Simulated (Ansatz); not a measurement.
# AlH₃ (triplet): wB97M-V, B2PLYP, RPA-PBE over a scan of the scale of all distances, cc-pVDZ

How well do these functionals follow the top wave-function level for AlH₃ (triplet) over a scan of the scale of all distances?

Method: cc-pVDZ, all electrons in the functionals, frozen cores in the correlation of double hybrids and RPA; program: Ansatz 0.2.0, Gaussian basis.

To be run: wB97M-V, B2PLYP, RPA-PBE, at 0.890; 1.000; 1.099; 1.300; 1.510; 1.718; 1.968; 2.422.

19 further runs of the same task are left out: 14 that didn't finish, 5 set aside as unsound or not needed.

## Step 1: The system

The geometry derives from a PBE0/def2-TZVP stationary point (not a proven minimum). All distances are scaled together.

4 atoms, charge 0, spin multiplicity 3.

Atoms are counted from 1 here; the program's logs count them from 0.

Bond lengths: Al1–H2 1.590 Å, Al1–H3 1.843 Å, Al1–H4 1.843 Å, H3–H4 0.841 Å. Angles: H2–Al1–H3 101.8°, H2–Al1–H4 101.8°, H3–Al1–H4 26.4°, Al1–H3–H4 76.8°, Al1–H4–H3 76.8°.

Coordinates:

```xyz
4
charge 0, multiplicity 3
Al    0.00000    0.07441   -0.09563
H     0.00000   -1.37241   -0.75398
H     0.42065   -0.30977    1.65699
H    -0.42065   -0.30977    1.65699
```

No dispersion term is added; wB97M-V holds VV10 nonlocal correlation.

The geometry shown and the zero of energy belong to the point 1.000. The yardstick, FCI, and other wave-function levels (R restricted, U unrestricted, valence and pair active spaces) come from earlier runs.

## Step 2: wB97M-V, 0.890

The input, in.yaml:

```yaml
crystal:
  periodic: [false, false, false]
  atoms:
    - {symbol: Al, position_ang: [0.000000, 0.066227, -0.085113]}
    - {symbol: H, position_ang: [0.000000, -1.221444, -0.671044]}
    - {symbol: H, position_ang: [0.374378, -0.275698, 1.474722]}
    - {symbol: H, position_ang: [-0.374378, -0.275698, 1.474722]}
basis:
  gaussian: {orbitals: cc-pVDZ}
magnetization: {spin_polarized: true, initial_magnetization: 2}
hamiltonian: {xc: {name: wB97M-V}}
output: {orbitals: {seedname: orbitals}}
```

On the command line:

```bash
$ ansatz run in.yaml --threads 1 --pin off --events-out ev --progress --plain --max-ram 2393MiB
```

The runs that follow: wB97M-V, 1.000; wB97M-V, 1.099; wB97M-V, 1.300; wB97M-V, 1.510; wB97M-V, 1.718; wB97M-V, 1.968; wB97M-V, 2.422; B2PLYP, 0.890; B2PLYP, 1.000; B2PLYP, 1.099; B2PLYP, 1.300; B2PLYP, 1.510; B2PLYP, 1.718; B2PLYP, 1.968; B2PLYP, 2.422; RPA-PBE, 0.890; RPA-PBE, 1.000; RPA-PBE, 1.099; RPA-PBE, 1.300; RPA-PBE, 1.510; RPA-PBE, 1.718; RPA-PBE, 1.968; RPA-PBE, 2.422.

Before running them: what should the planned runs give, taken together? Wanted: span of the FCI curve; largest miss, wB97M-V; largest miss, B2PLYP; largest miss, RPA-PBE.

**Answer**, as computed:

| quantity | value |
| --- | --- |
| span of the FCI curve | 122.2 kcal/mol |
| largest miss, wB97M-V | +12.0 kcal/mol (2.422) |
| largest miss, B2PLYP | +10.2 kcal/mol (1.968) |
| largest miss, RPA-PBE | +4.1 kcal/mol (2.422) |

In words: Of the functionals, RPA-PBE keep the smallest largest miss at the points compared (at most 4.1 kcal/mol) and wB97M-V strays most (12.0 kcal/mol, at 2.422). wB97M-V, B2PLYP, RPA-PBE clearly break the spin symmetry at some points (⟨S²⟩ up to 0.84 above the pure value), so energy there is bought with a mixed spin. Functionals and the yardstick converge differently with the basis, so part of each miss in cc-pVDZ is the basis.
